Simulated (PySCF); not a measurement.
Job file and geometry (Å, from PBE0-D3(BJ)/def2-SVP) of an NMR shielding run on `InChI=1S/C4H10N/c1-4-5(2)3/h4H,1-3H3/q+1`, GIAO PBE0/pcSseg-1 NMR shielding, non-relativistic, gas phase (PySCF); density fitting, a coarse starting grid and PySCF grid level 2 are the driver's defaults:

```
$ OMP_NUM_THREADS=1 python probes_run.py task.json out

{"job": {"kind": "nmr", "xc": "PBE0", "basis": "pcSseg-1"}, "charge": 1, "multiplicity": 1}
C      1.998608    -0.365909    -0.308514
C      0.793834     0.470829    -0.360485
N     -0.401457     0.172654     0.016197
C     -0.800341    -1.108563     0.591896
C     -1.490602     1.142928    -0.102663
H      2.419921    -0.429214    -1.326604
H      1.859800    -1.374101     0.093870
H      2.760567     0.165369     0.288046
H      0.909457     1.483193    -0.768051
H     -1.613689    -1.528901    -0.015883
H     -1.173408    -0.936263     1.611608
H      0.034892    -1.812327     0.621073
H     -1.120314     2.076827    -0.540020
H     -2.279896     0.720464    -0.740196
H     -1.906204     1.339002     0.895885
```

Task: Write the output of this run.

Result: 
```
coarse grid: 11608 points
cycle   1  E = -212.6008105395  dE =  6.629e-01  |g| = 3.458e-01  |ddm| = 3.100e+00
cycle   2  E = -212.5849142842  dE =  1.590e-02  |g| = 4.579e-01  |ddm| = 6.527e-01
cycle   3  E = -212.6285166428  dE = -4.360e-02  |g| = 7.439e-02  |ddm| = 3.073e-01
cycle   4  E = -212.6293498970  dE = -8.333e-04  |g| = 4.057e-02  |ddm| = 6.896e-02
cycle   5  E = -212.6297212379  dE = -3.713e-04  |g| = 3.824e-03  |ddm| = 2.636e-02
cycle   6  E = -212.6297240915  dE = -2.854e-06  |g| = 1.282e-03  |ddm| = 3.530e-03
final grid: 109544 points
cycle   7  E = -212.6580584646  dE = -2.815e-05  |g| = 6.571e-03  |ddm| = 1.975e-02
cycle   8  E = -212.6580567722  dE =  1.692e-06  |g| = 7.165e-03  |ddm| = 9.424e-03
cycle   9  E = -212.6580691299  dE = -1.236e-05  |g| = 1.463e-03  |ddm| = 5.240e-03
cycle  10  E = -212.6580695892  dE = -4.594e-07  |g| = 2.220e-04  |ddm| = 9.588e-04
cycle  11  E = -212.6580695982  dE = -8.995e-09  |g| = 4.539e-05  |ddm| = 1.165e-04
cycle  12  E = -212.6580695986  dE = -3.938e-10  |g| = 1.844e-05  |ddm| = 4.350e-05
converged SCF energy = -212.6580695986

GIAO shielding tensors (ppm)
atom      isotropic    diamagn.    paramagn.     s11        s22        s33       span
  0 C      161.926     250.312     -88.387    134.316    171.140    180.321     46.006
  1 C       -6.424     258.412    -264.836   -105.608    -32.464    118.800    224.409
  2 N       28.641     333.934    -305.294   -131.679     17.642    199.959    331.639
  3 C      143.193     249.762    -106.568    115.000    134.150    180.430     65.430
  4 C      131.294     248.092    -116.798     98.094    111.665    184.123     86.029
  5 H       28.335      26.639       1.696     24.823     25.417     34.764      9.941
  6 H       28.502      29.972      -1.470     23.746     29.105     32.656      8.909
  7 H       28.343      26.675       1.669     24.855     25.394     34.781      9.926
  8 H       23.259      31.942      -8.683     20.711     21.399     27.667      6.956
  9 H       27.842      29.351      -1.509     23.987     26.052     33.487      9.500
 10 H       27.839      29.346      -1.507     24.094     25.819     33.605      9.512
 11 H       27.152      31.063      -3.911     22.003     28.169     31.282      9.279
 12 H       27.617      29.382      -1.765     24.028     26.430     32.391      8.363
 13 H       27.428      28.479      -1.051     23.943     25.637     32.703      8.760
 14 H       27.412      28.477      -1.065     23.947     25.598     32.691      8.744
```

Task: Turn these shieldings into chemical shifts. Scale: ¹³C (184.41 ppm), ¹H (31.27 ppm) against TMS; ¹⁵N (265.67 ppm) vs NH3 (reference shieldings calculated alike).

Result: Averaging equivalent atoms: C 1: 190.8; C 4: 53.1; C 3: 41.2; C 0: 22.5; N 2: 237.0; H 8: 8.01; H 12/13/14: 3.78; H 9/10/11: 3.66; H 5/6/7: 2.87 ppm. Experimental scales use liquid or dissolved standards, which lie at an offset from isolated NH3 (liquid NH3: subtract about 20 ppm). Unscaled 15N shifts of sp2 nitrogen come out 20 to 40 ppm too high even then.

Size and cost of the density-fitted run: 135 basis functions, 16 s wall time on 1 thread of an Intel Xeon Platinum 8259CL, shared host; peak memory 0.66 GiB.
